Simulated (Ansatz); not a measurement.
# C3H8N2: the cost of one run

Method: RKS PBE/6-31G, in Ansatz 0.2.0.

**1. Starting point**

Bond lengths: N1–C2 1.447 Å, C2–C3 1.483 Å, C2–C4 1.568 Å, C3–C4 1.500 Å, C4–N5 1.483 Å, N1–H6 0.995 Å, N1–H7 1.071 Å, C2–H8 1.058 Å, C3–H9 1.033 Å, C3–H10 1.121 Å, C4–H11 1.074 Å, N5–H12 1.012 Å, N5–H13 0.961 Å. Angles (14 of 24 angles, heavy atoms first): N1–C2–C3 119.7°, N1–C2–C4 117.2°, C3–C2–C4 58.8°, C2–C3–C4 63.4°, C2–C4–C3 57.8°, C2–C4–N5 115.4°, C3–C4–N5 118.4°, N1–C2–H8 117.5°, C3–C2–H8 113.8°, C4–C2–H8 116.9°, C2–N1–H6 115.0°, C2–N1–H7 107.5°, C2–C3–H9 120.8°, C2–C3–H10 118.4°.

Structure file:

```xyz
13

N    -1.1947    0.6736    1.3846
C    -0.7636    0.2793    0.0613
C     0.4563    0.8856   -0.5259
C     0.5746   -0.5303   -0.0453
N     0.5808   -1.6195   -1.0514
H    -0.4761    1.0312    1.9725
H    -1.8223    1.5346    1.2752
H    -1.5141    0.0580   -0.6502
H     0.5125    1.0894   -1.5375
H     1.0427    1.6125    0.0942
H     1.0159   -0.7475    0.9090
H     0.1106   -2.4327   -0.6745
H     1.4977   -1.8690   -1.1971
```

**2. End point A**

File input.yaml:

```yaml
crystal:
  periodic: [false, false, false]
  atoms:
    - { symbol: "N", position_ang: [-1.1947, 0.6736, 1.3846] }
    - { symbol: C, position_ang: [-0.7636, 0.2793, 0.0613] }
    - { symbol: C, position_ang: [0.4563, 0.8856, -0.5259] }
    - { symbol: C, position_ang: [0.5746, -0.5303, -0.0453] }
    - { symbol: "N", position_ang: [0.5808, -1.6195, -1.0514] }
    - { symbol: H, position_ang: [-0.4761, 1.0312, 1.9725] }
    - { symbol: H, position_ang: [-1.8223, 1.5346, 1.2752] }
    - { symbol: H, position_ang: [-1.5141, 0.058, -0.6502] }
    - { symbol: H, position_ang: [0.5125, 1.0894, -1.5375] }
    - { symbol: H, position_ang: [1.0427, 1.6125, 0.0942] }
    - { symbol: H, position_ang: [1.0159, -0.7475, 0.909] }
    - { symbol: H, position_ang: [0.1106, -2.4327, -0.6745] }
    - { symbol: H, position_ang: [1.4977, -1.869, -1.1971] }
basis:
  gaussian: { orbitals: "6-31G" }
hamiltonian:
  xc: pbe
relax:
  f_tol: 0.015
  max_steps: 40
```

The run is started by

```console
ansatz run input.yaml --threads 1 --pin off --max-ram 2048MiB --backend cpu --events-out ev --progress --plain --runs-dir out
```

**Question.** How long does this run take on 1 thread of Arm Neoverse V2, shared host, and how much memory does it need?

About 63 s, with a peak of 0.12 GiB.
